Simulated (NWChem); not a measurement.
System: N2 cation, doublet

Results from NWChem. Pople sets run with spherical d functions. Spin-unrestricted. Coordinates come from a B3LYP/6-31G* (spherical d), spin-unrestricted optimisation. No stability test was run on the SCF state.

### Question
Taking PBE/6-311++G** as the yardstick, which of these has the fewest basis functions while keeping “highest occupied level (eV)” within 0.1 eV of it: PBE/6-31+G*; PBE/STO-3G; PBE/3-21G; PBE/6-31G*; PBE/6-311G**?

### Answer
PBE/6-31G*.
```tsv
level	basis functions	highest occupied level (eV)
PBE/STO-3G	10	-23.30
PBE/3-21G	18	-22.90
PBE/6-31G*	28	-22.39
PBE/6-31+G*	36	-22.35
PBE/6-311G**	36	-22.37
PBE/6-311++G**	44	-22.34
```

The yardstick is one finite set, not the basis-set limit.
